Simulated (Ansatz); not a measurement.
Input file:

```yaml
crystal:
  periodic: [false, false, false]
  atoms:
    - {symbol: N, position_ang: [0.079136, -0.747467, 0.660925]}
    - {symbol: B, position_ang: [-0.085739, 0.494675, 1.184905]}
    - {symbol: Si, position_ang: [-0.009118, 0.139987, -0.860625]}
    - {symbol: H, position_ang: [0.073990, 1.180644, 2.087116]}
basis:
  gaussian: {orbitals: cc-pVDZ}
magnetization: {spin_polarized: true, initial_magnetization: 7}
correlation: {method: bccd_t, electrons: valence}
accuracy: high
```

```sh
$ ansatz run in.yaml --threads 1 --pin off --events-out ev --progress --plain --max-ram 2393MiB
```

**Question.** How does this run end?

**Answer.** Converged. The settings were drawn as a stress test.
```
1109 factors; integrals over basis functions are off by at most 3.4e-9 eV
mean field evaluation 1: about -10013.7451 eV, gradient 1.4e1 eV
mean field evaluation 2: about -10013.9153 eV, gradient 1.4e1 eV
mean field evaluation 4: about -10016.4705 eV, gradient 3.7e0 eV
mean field evaluation 8: about -10017.1101 eV, gradient 6.5e-1 eV
mean field evaluation 16: about -10017.1672 eV, gradient 5.6e-4 eV
mean field evaluation 32: about -10017.1492 eV, gradient 3.3e-1 eV
mean field evaluation 64: about -10015.3206 eV, gradient 3.7e0 eV
mean field evaluation 96: about -10012.4528 eV, gradient 2.5e0 eV
mean field evaluation 128: about -10014.7779 eV, gradient 4.8e-1 eV
mean field evaluation 160: about -10015.9850 eV, gradient 4.1e-2 eV
...
cycle  26  -6.02748124 eV  change   -7.2e-9 eV  update   4.9e-8
cycle  27  -6.02748106 eV  change    1.8e-7 eV  update   8.0e-8
cycle  28  -6.02748107 eV  change   -1.6e-8 eV  update   3.0e-8
cycle  29  -6.02748108 eV  change   -4.9e-9 eV  update   1.3e-8
cycle  30  -6.02748108 eV  change   -3.5e-9 eV  update   7.1e-9
cycle  31  -6.02748108 eV  change  -2.1e-10 eV  update   3.8e-9
cycle  32  -6.02748108 eV  change   2.7e-11 eV  update   2.0e-9
cycle  33  -6.02748108 eV  change   2.5e-11 eV  update   1.2e-9
cycle  34  -6.02748108 eV  change  -2.7e-10 eV  update  7.5e-10
cycle  35  -6.02748108 eV  change  -1.7e-10 eV  update  4.6e-10
perturbative correction -0.21075632 eV, -0.0077451521 hartree
Total energy: -10023.40548436 eV, -368.3533574418 hartree
```
